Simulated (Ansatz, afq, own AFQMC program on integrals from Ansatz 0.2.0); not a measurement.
Two steps: Ansatz 0.2.0 writes the Fock matrix and Cholesky factors of the valence space, and afq projects on them the lowest state that overlaps trial and start.

```yaml
crystal:
  periodic: [false, false, false]
  atoms:
    - {symbol: Ge, position_ang: [0.000000, 0.000000, 0.000000]}
basis:
  gaussian: {orbitals: cc-pVQZ}
total_charge: 1
magnetization: {spin_polarized: true, initial_magnetization: 3}
correlation: {method: ccsd_t, electrons: outside_noble_gas, hamiltonian_folder: ham}
```

```sh
$ ansatz run in.yaml --threads 1 --pin off --events-out ev --progress --plain --max-ram 16896MiB --backend cuda --devices 0, --max-vram 18GiB
```

Options of the walk:

```
--method phaseless --trial hf --walkers 4000 --populations 20 --least-time 40 --time-step 0.005 --steps-per-block 20 --equilibration-blocks 112 --max-blocks 4000 --target-error 0.00055 --factor-cut 1e-05 --start spin_pure --seed 2308 --taylor-order 6
```

Times are imaginary, in 1/Eh. The walk had a cap of 66 s. With eight or more populations the least sampling time is a fifth of least-time, and the error comes from their spread. Filled inner d shells are frozen with the cores.

Output of the walk:

```
orbitals 54  electrons 3 0  factors 402 of 432
reference energy -2074.92474685 Eh
CCSD correlation -0.01262381 Eh in 7 cycles, weight of the determinant in the CISD state 0.9898
energy of the start -2074.924747 Eh
 block  time / (1/Eh)  mean weight  energy / Eh
     1     0.100  1.0001  -2074.926581
     2     0.200  0.9999  -2074.928098
     3     0.300  1.0001  -2074.929294
     4     0.400  1.0000  -2074.930273
     5     0.500  1.0000  -2074.931068
    10     1.000  1.0000  -2074.934161
    29     2.900  1.0001  -2074.937363
    37     3.700  1.0000  -2074.936857
    49     4.900  1.0000  -2074.937455
    69     6.900  1.0001  -2074.937225
    89     8.900  0.9998  -2074.937526
   109    10.900  0.9999  -2074.937592
   129    12.900  1.0000  -2074.937389
   149    14.900  1.0001  -2074.937373
   165    16.500  1.0000  -2074.938643
   169    16.900  1.0001  -2074.938071
   189    18.900  1.0001  -2074.937762
error from the spread of 20 populations
energy -2074.937701 +/- 0.000149 Eh
(rows thinned)
```

The run passed its tests (sampling time, drift between the halves within three errors, error under three times the target), which doesn't prove that it has relaxed. The second half of the sampling lies below the first by 1.6 errors of their difference, so the energy may still be moving and its error bar be too small.

Against this walk (error 4.1 meV) on the same determinant: CCSD(T) 6.8 meV higher (within the noise), full CI 5.9 meV higher (within the noise), a separate phaseless walk with a CISD trial and standard settings 6.0 ± 4.1 meV higher (within the noise). The error is statistical and leaves out the bias of the constraint.

Cautions: constraint bias not in the error; no relativity below Rb; no spin-orbit coupling; inner d shell frozen; another spin lies lower (by 5.63 eV).

The walk took 22 s on 1 × NVIDIA H100 80GB HBM3 with 2 threads of AMD EPYC 7R13 Processor (Zen 3), on a shared host (the card was shared). The log's last line is the phaseless energy.

A walk keeps the symmetry of its determinant, which the program's search chose and which needn't be the lowest solution, so a lower state of the same spin and another symmetry isn't excluded.
